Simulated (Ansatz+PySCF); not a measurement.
Values are calculated unless marked as measured or tabulated.
**Several solutions for triplet O2**

```yaml
atoms:
  - { symbol: O, position_ang: [0.0000, 0.0000, -1.2180] }
  - { symbol: O, position_ang: [0.0000, 0.0000, 1.2180] }
```

Basis set: STO-3G (spherical functions). Charge 0, multiplicity 3.

PBE0 (unrestricted) was run from several starts with Ansatz (development build ahead of 0.2.0) and PySCF 2.14.0.

```tsv
run	program	start	converged	energy (hartree)	<S²>
A	PySCF	program defaults	yes	-147.77889	2.00
B	Ansatz	search for the lowest state	yes	-147.92345	2.95
C	Ansatz	atomic start, no search	yes	-147.77889	2.00
D	Ansatz	stability test followed	yes	-147.92345	2.95
```

Question: Which runs reached the lowest solution of this kind, and what is wrong with the others?

Answer: B, D reached the lowest solution found. Converged but too high: A by 3.93 eV, C by 3.93 eV. Convergence only shows a stationary point, and even a stable one can lie too high; stability tests and further starts are what find lower ones. Caution: the unrestricted determinant is a mixture of spin states.
